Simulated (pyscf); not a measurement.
# Hydrogen abstraction: HO–Ta(F)(F)(F)–F + H atom (H•) → [O–Ta(F)(F)(F)–F]• + hydrogen (H₂)

Gas phase, doublet surface, charge 0. Bonds broken: O1–H7. Bonds formed: H7–H8. Optimised with ωB97X-D3(BJ)/def2-SVP in PySCF.

Transition state (Å):

```xyz
8

O     -0.9180     0.7326     1.6590
Ta    -0.0827     0.2821    -0.0054
F      0.1625     2.1434    -0.1569
F     -1.1069     0.2314    -1.5620
F      1.7549    -0.0252    -0.0515
F     -0.4287    -1.5375     0.3421
H     -1.4450    -0.3692     2.4774
H     -1.5920    -1.1532     2.6229
```

One imaginary mode, 789i cm⁻¹; descent along it reached the two sides named.

| bond | change | reactant side (Å) | saddle | product side |
|---|---|---|---|---|
| O1–H7 | breaks | 0.960 | 1.470 | 2.9 |
| H7–H8 | forms | 2.482 | 0.811 | 0.760 |

Electronic energies relative to the separated reactants (kcal/mol):

```tsv
level	barrier	reaction energy	reverse barrier
ωB97X-D3(BJ)/def2-TZVP	19.1	+14.5	4.5
PBE/def2-TZVP	13.5	+14.5	-1.0
r²SCAN/def2-TZVP	13.3	+11.5	1.8
B3LYP-D3(BJ)/def2-TZVP	13.3	+11.2	2.1
PBE0-D3(BJ)/def2-TZVP	18.4	+16.0	2.4
M06-2X/def2-TZVP	22.3	+16.6	5.6
ωB97M-D3(BJ)/def2-TZVP	20.0	+15.3	4.8
HF/def2-TZVP	26.2	+8.0	18.1
```

With ωB97M-D3(BJ)/def2-TZVP energies and thermal terms (ideal gas, 1 atm, RRHO with modes under 100 cm⁻¹ raised to 100, one conformer, R ln 2 for chiral ones without a mode under 150 cm⁻¹), in kcal/mol:

```json
[
 {"T (K)": "298", "ΔH‡": "18.5", "ΔG‡": "24.4", "ΔH": "+14.7", "ΔG": "+13.4"},
 {"T (K)": "600", "ΔH‡": "18.1", "ΔG‡": "30.5", "ΔH": "+14.4", "ΔG": "+12.2"},
 {"T (K)": "900", "ΔH‡": "17.8", "ΔG‡": "36.8", "ΔH": "+13.8", "ΔG": "+11.3"},
 {"T (K)": "1200", "ΔH‡": "17.6", "ΔG‡": "43.2", "ΔH": "+13.3", "ΔG": "+10.5"}
]
```

At PBE this geometry lies under the product side: in single points on another level's saddle the reverse barrier vanishes, and the forward threshold there is about the reaction energy. The same reactants have a lower exit, to H₂O + [F–Ta(F)(F)–F]• (barrier +9.8 kcal/mol at ωB97M-D3(BJ)/def2-TZVP, against +20.0 kcal/mol here). One saddle was located; it need not be the lowest between these sides. The angle at the transferred H is 153°. Open-shell species with a d-block atom are single-reference here; other states, and whether the spin sits on metal or ligand, were not checked. Elements past Kr carry the def2 core potentials, without spin-orbit coupling.
